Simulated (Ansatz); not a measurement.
Basis-set extrapolation for BClH2S (`SBCl`) (PBE0-D4/def2-TZVP geometry, frozen core, Ansatz). Multiplicity 1, RHF reference.

```json
{"": "HF", "def2-TZVPP": "-882.978647", "def2-QZVPP": "-883.003572"}
{"": "MP2 correlation", "def2-TZVPP": "-0.467879", "def2-QZVPP": "-0.509444"}
{"": "CCSD(T) correlation", "def2-TZVPP": "-0.531935", "def2-QZVPP": "-0.572197"}
```

Energies in hartree. Use E(X) = E(∞) + A·exp(−7.88·√X) for Hartree–Fock and E(X) = E(∞) + B·X^(−2.97) for correlation, with X = 3 and 4.

What is the CCSD(T) energy at the basis-set limit?

HF limit: -883.003572 + (-0.024925) × 0.13774 = -883.00701. Correlation limit: -0.572197 + (-0.040262) × 0.74074 = -0.60202. Total: -883.60903 hartree, 258.5 kJ/mol below CCSD(T)/def2-TZVPP.
